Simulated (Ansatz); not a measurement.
# BH2 (SMILES [BH2]): levels of theory compared

Aim: a comparison of 6 runs (UPBE/3-21G, UPBE0/3-21G, UPBE/6-311G**, UMP2/3-21G, UCCSDT(Q)/3-21G, UCCSDT/6-311G**) of BH2. 

The calculation is run with Ansatz 0.2.0.

58 further runs of the same task are left out: 58 set aside as unsound or not needed.

## Step 1: The molecule

BH2: 3 atoms, total charge 0, spin state doublet. As SMILES, `[BH2]`. The H3–B1 distance was set to 1.449 Å, away from the relaxed value.

Bond lengths: B1–H2 1.159 Å. A long bond or contact: B1–H3 1.449 Å.

## Step 2: The energy at UPBE/3-21G (run 1)

molecule.yaml reads:

```yaml
crystal:
  periodic: [false, false, false]
  atoms:
    - {symbol: B, position_ang: [0.464245, -0.003031, 0.258195]}
    - {symbol: H, position_ang: [0.481425, 1.148519, 0.390535]}
    - {symbol: H, position_ang: [-0.542860, -0.819090, -0.389630]}
basis:
  gaussian: {orbitals: 3-21G.json}
hamiltonian: {xc: pbe}
magnetization: {spin_polarized: true, initial_magnetization: 1}
accuracy: high
```

The basis set 3-21G is read from a file made from the Basis Set Exchange's data (not shown).

Launch:

```sh
$ ansatz run molecule.yaml --threads 1 --pin off --max-ram 2610MiB --events-out events.jsonl --progress --plain --runs-dir runs
```

Output:

```text
Warning: RAYON_NUM_THREADS=1 ignored (pool sized by the plan → 1); use --threads N
Functional definition: PBE
  name "PBE"
  parameter kappa = 0.804
  parameter beta = 0.06672455060314922
  exchange = pbe_x(kappa = kappa, mu = beta*pi^2/3)
  correlation = pbe_c(beta = beta)
249 factors; integrals over basis functions are off by at most 3.5e-9 eV
mean field evaluation 1: about -699.3319 eV, gradient 5.1e0 eV
mean field evaluation 2: about -699.4707 eV, gradient 3.1e0 eV
mean field evaluation 4: about -699.5487 eV, gradient 5.4e-2 eV
mean field evaluation 8: about -699.5303 eV, gradient 1.4e-3 eV
mean field evaluation 16: about -699.5303 eV, gradient 5.3e-8 eV
mean field -699.53032655 eV, -25.7072653420 hartree, gradient 3.0e-9 eV, S^2 0.750685; 0 other end points of the search recorded, 0 dependent functions left out
reference -699.53032842 eV, -25.7072654106 hartree; 4, 3 occupied and 9, 10 virtual orbitals, 249 factors
Total energy: -699.53032842 eV, -25.7072654106 hartree
```

Wall time 0.58 s (1 thread of Arm Neoverse V1, shared host).

## Step 3: The energy at UPBE0/3-21G (run 2)

run.yaml reads:

```yaml
crystal:
  periodic: [false, false, false]
  atoms:
    - {symbol: B, position_ang: [0.464245, -0.003031, 0.258195]}
    - {symbol: H, position_ang: [0.481425, 1.148519, 0.390535]}
    - {symbol: H, position_ang: [-0.542860, -0.819090, -0.389630]}
basis:
  gaussian: {orbitals: 3-21G.json}
magnetization: {spin_polarized: true, initial_magnetization: 1}
hamiltonian: {xc: pbe0}
accuracy: high
```

The basis set 3-21G is read from a file made from the Basis Set Exchange's data (not shown).

Launch:

```sh
$ ansatz run run.yaml --threads 1 --pin off --max-ram 2610MiB --events-out events.jsonl --progress --plain --runs-dir runs
```

Output:

```text
Warning: RAYON_NUM_THREADS=1 ignored (pool sized by the plan → 1); use --threads N
Functional definition: PBE0
  name "PBE0"
  parameter a = 0.25
  parameter kappa = 0.804
  parameter beta = 0.06672455060314922
  exchange = (1 - a)*pbe_x(kappa = kappa, mu = beta*pi^2/3) + a*exact_x
  correlation = pbe_c(beta = beta)
249 factors; integrals over basis functions are off by at most 3.5e-9 eV
mean field evaluation 1: about -699.7119 eV, gradient 3.2e0 eV
mean field evaluation 2: about -699.8232 eV, gradient 1.0e0 eV
mean field evaluation 4: about -699.8353 eV, gradient 9.3e-2 eV
mean field evaluation 8: about -699.8204 eV, gradient 1.6e-3 eV
mean field evaluation 16: about -699.8204 eV, gradient 2.7e-7 eV
mean field -699.82041355 eV, -25.7179258426 hartree, gradient 2.7e-8 eV, S^2 0.750670; 1 other end points of the search recorded, 0 dependent functions left out
reference -699.82041495 eV, -25.7179258941 hartree; 4, 3 occupied and 9, 10 virtual orbitals, 249 factors
Total energy: -699.82041495 eV, -25.7179258941 hartree
```

Wall time 0.6 s (1 thread of Arm Neoverse V1, shared host).

Run 3 isn't shown in full; the table further down has it.

## Step 4: A single-point energy at UMP2/3-21G (run 4)

Edit run.yaml of step 3 so:

```diff
@@ -9,3 +9,3 @@
 magnetization: {spin_polarized: true, initial_magnetization: 1}
-hamiltonian: {xc: pbe0}
+correlation: {method: mp2, frozen_orbitals: {B: 1, H: 0}}
 accuracy: high
```

The basis set 3-21G is read from a file made from the Basis Set Exchange's data (not shown).

Launch:

```sh
$ ansatz run run.yaml --threads 1 --pin off --max-ram 2610MiB --events-out events.jsonl --progress --plain --runs-dir runs
```

Output:

```text
Warning: RAYON_NUM_THREADS=1 ignored (pool sized by the plan → 1); use --threads N
Functional definition: HF
  name "HF"
  exchange = exact_x
  correlation = 0
249 factors; integrals over basis functions are off by at most 3.5e-9 eV
mean field evaluation 1: about -695.3984 eV, gradient 6.5e0 eV
mean field evaluation 2: about -695.3940 eV, gradient 6.5e0 eV
mean field evaluation 4: about -696.0406 eV, gradient 8.1e-1 eV
mean field evaluation 8: about -696.0602 eV, gradient 2.7e-3 eV
mean field evaluation 16: about -696.0591 eV, gradient 2.5e-1 eV
mean field -696.06023585 eV, -25.5797418609 hartree, gradient 3.6e-8 eV, S^2 0.752035; 2 other end points of the search recorded, 0 dependent functions left out
1 core orbitals not correlated: weight in the atoms' cores, before any rotation towards them, 1.000 or more for the frozen orbitals, at most 0.000 for the correlated occupied ones
reference -696.06023585 eV, -25.5797418609 hartree; 3, 2 occupied and 9, 10 virtual orbitals, 249 factors
second order -1.11036701 eV of doubles, -0.00000000 eV of singles
Total energy: -697.17060286 eV, -25.6205470959 hartree
```

Run time: 0.08 s. Hardware: 1 thread of Arm Neoverse V1, shared host.

Run 5 isn't shown in full; the table further down has it.

## Step 5: A single-point energy at UCCSDT/6-311G(d,p) (run 6)

job.yaml reads:

```yaml
crystal:
  periodic: [false, false, false]
  atoms:
    - {symbol: B, position_ang: [0.464245, -0.003031, 0.258195]}
    - {symbol: H, position_ang: [0.481425, 1.148519, 0.390535]}
    - {symbol: H, position_ang: [-0.542860, -0.819090, -0.389630]}
basis:
  gaussian:
    orbitals: 6-311G_st__st_.json
accuracy: high
magnetization:
  spin_polarized: true
  initial_magnetization: 1
correlation:
  method: ccsdt
  frozen_orbitals: {B: 1, H: 0}
scf:
  omitted_lower_state_checks: [cluster_reference, increment]
```

The basis set 6-311G** is read from a file made from the Basis Set Exchange's data (not shown).

Launch:

```sh
$ ansatz run job.yaml --threads 1 --pin off --max-ram 2610MiB --events-out events.jsonl --progress --plain --runs-dir runs
```

Output:

```text
Warning: RAYON_NUM_THREADS=1 ignored (pool sized by the plan → 1); use --threads N
[... 12 lines left out ...]
1 core orbitals not correlated: weight in the atoms' cores, before any rotation towards them, 1.000 or more for the frozen orbitals, at most 0.000 for the correlated occupied ones
[... 25 lines left out ...]
Total energy: -702.84398339 eV, -25.8290399847 hartree
Checks for a lower state left out: cluster_reference, increment
```

Wall time 2.1 s (1 thread of Arm Neoverse V1, shared host); peak memory 0.1 GiB.

## Step 6: All runs side by side

| run | level | frozen core orbitals | energy (Eh) | ⟨S²⟩ | wall time |
| --- | --- | --- | --- | --- | --- |
| 1 | UPBE/3-21G | – | -25.707265 | 0.751 | 0.58 s |
| 2 | UPBE0/3-21G | – | -25.717926 | 0.751 | 0.6 s |
| 3 | UPBE/6-311G** | – | -25.861501 | 0.751 | 0.95 s |
| 4 | UMP2/3-21G | 1 | -25.620547 | 0.752 | 0.08 s |
| 5 | UCCSDT(Q)/3-21G | 1 | -25.637720 | 0.752 | 1 s |
| 6 | UCCSDT/6-311G** | 1 | -25.829040 | 0.753 | 2.1 s |

## Step 7: What came out

```
                                         quantity         value
                              run 6: total energy  -25.82904 Eh
run 6: correlation energy (1 core orbital frozen)     -94.1 mEh
         run 6: ⟨S²⟩ of the reference determinant         0.753
                             run 6: T1 diagnostic         0.011
```

**Reading.** Totals of different functionals can't be ranked against each other. All runs together took 5.3 s, the longest 2.1 s.
